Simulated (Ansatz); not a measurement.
The same path of CH3OS (6 atoms, charge 1, multiplicity 1) was run twice with different band settings. The coordinate that changes most is the dihedral O1–C2–S3–H6.

Method: RKS PBE0-D4/def2-mTZVP (Ansatz).

Relaxed end points:

```xyz
6
Properties=species:S:1:pos:R:3
O -1.195 -0.748 -1.002
C -0.584 -0.763 -0.023
S 0.333 0.964 0.569
H -0.392 -1.530 0.736
H 0.231 1.551 -0.652
H 1.606 0.526 0.372
```

```xyz
6
Properties=species:S:1:pos:R:3
O -0.088 -1.558 -0.740
C -0.551 -0.789 -0.014
S 0.625 0.752 0.642
H -1.532 -0.699 0.469
H -0.025 1.731 -0.042
H 1.571 0.563 -0.315
```

Common settings: movable images 9; climbing image yes; spring 5.0 eV/Å²; start path IDPP; force threshold 0.05 eV/Å; iteration limit 60; end points relaxed.

| run | optimiser | largest step |
| --- | --- | --- |
| 1 | quadratic models (default) | default |
| 2 | lbfgs | 0.02 Å |

What does each run give, and how far can it be trusted?

Run 1: converged after 8 iterations, highest image 0.024 eV above the first end. A vibrational analysis at the climbing image gives one clearly imaginary mode, 102i cm⁻¹: a first-order saddle point.
Run 2: converged after 24 iterations, highest image 0.024 eV above the first end. Another band between the same ends (9 images) ends at a top of the same energy, where a vibrational analysis finds 1 clearly imaginary mode.
Limits of this set-up: the dipole of an ion depends on the origin.
